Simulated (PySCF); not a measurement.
Cards and structures have been mixed up. Pair them.

Structures:
1. `Cc1[pH]c2ccccc2c1F`
2. `F/C=C\F`
3. `[SiH3]O[SiH](O[SiH3])O[SiH2]Cl`
4. `CC(C(OC)=O)(C)C`
5. `C=C[Si@@H](OC)C(=C)O[SiH3]`

Card P (geometry GFN2-xTB):
* Rotational constants A, B, C: 0.865, 0.672, 0.547 GHz
* Point group: C1
* Dipole moment (PBE0/pcSseg-1): 0.80 D
* HOMO energy (PBE0/pcSseg-1): -8.78 eV

Card Q (geometry GFN2-xTB):
- Rotational constants A, B, C: 1.778, 0.673, 0.516 GHz
- Isotropic shieldings of nuclei other than C and H, by class (GIAO PBE0/pcSseg-1): 240 (1 O), 334 (1 O), 379 (1 Si), 395 (1 Si) ppm
- HOMO energy (PBE0/pcSseg-1): -6.93 eV
- Point group: C1

Card R (geometry GFN2-xTB):
- Rotational constants A, B, C: 21.943, 5.727, 4.542 GHz
- 13C chemical shifts (computed TMS as zero) by class (GIAO PBE0/pcSseg-1): 145.6 (2 C) ppm
- Largest of the computed one-bond spin–spin couplings (means over like bonds) (B3LYP/pcJ-1): 19F–13C -330.7 (×2), 13C–1H +206.8 (×2), 13C–13C +110.9 Hz
- Dipole moment (PBE0/pcSseg-1): 2.39 D
- Isotropic shieldings of nuclei other than C and H, by class (GIAO PBE0/pcSseg-1): 336 (2 F) ppm
- HOMO energy (PBE0/pcSseg-1): -7.61 eV

Card S (geometry GFN2-xTB):
- Rotational constants A, B, C: 1.754, 0.829, 0.567 GHz
- Isotropic shieldings of nuclei other than C and H, by class (GIAO PBE0/pcSseg-1): 297 (1 F), 408 (1 P) ppm
- HOMO energy (PBE0/pcSseg-1): -6.49 eV
- Dipole moment (PBE0/pcSseg-1): 1.02 D
- 13C chemical shifts (computed TMS as zero) by class (GIAO PBE0/pcSseg-1): 166.5 (1 C), 145.2 (1 C), 142.5 (1 C), 136.1 (1 C), 133.2 (1 C), 131.2 (1 C), 125.4 (1 C), 124.7 (1 C), 14.3 (1 C) ppm

Card T (geometry GFN2-xTB):
* Rotational constants A, B, C: 3.179, 1.521, 1.338 GHz
* Dipole moment (PBE0/pcSseg-1): 1.86 D
* Point group: Cs
* 13C chemical shifts (computed TMS as zero) by class (GIAO PBE0/pcSseg-1): 185.9 (1 C), 53.8 (1 C), 41.3 (1 C), 29.0 (3 C) ppm

Species are written as SMILES; each is one conformer at its optimised geometry, gas phase, non-relativistic unless stated. Electronic properties by PySCF. NMR classes are plain means over equivalent atoms (diastereotopic ones count apart unless rotation or inversion swaps them), as if these changed places fast.

**Question.** Which card belongs to which structure?

**Answer.** P = 3, Q = 5, R = 2, S = 1, T = 4. What ties each card to its structure:
- 1 (card S), C9H8FP, monoisotopic mass 166.0 u, 11 heavy atoms: 9 C in 9 classes; the least shielded carbon (166.5 ppm) is an unsaturated ring carbon; an asymmetric top with C = 0.567 GHz; dipole 1.02 D.
- 2 (card R), C2H2F2, monoisotopic mass 64.0 u, 4 heavy atoms: 2 C in 1 class; an asymmetric top with C = 4.542 GHz, the highest such constant on the cards; dipole 2.39 D.
- 3 (card P), ClH9O3Si4, monoisotopic mass 203.9 u, 8 heavy atoms: an asymmetric top with C = 0.547 GHz; dipole 0.80 D.
- 4 (card T), C6H12O2, monoisotopic mass 116.1 u, 8 heavy atoms: 6 C in 4 classes; point group Cs; the least shielded carbon (185.9 ppm) is an ester carbonyl carbon; an asymmetric top with C = 1.338 GHz; dipole 1.86 D.
- 5 (card Q), C5H12O2Si2, monoisotopic mass 160.0 u, 9 heavy atoms: an asymmetric top with C = 0.516 GHz, the lowest such constant on the cards.
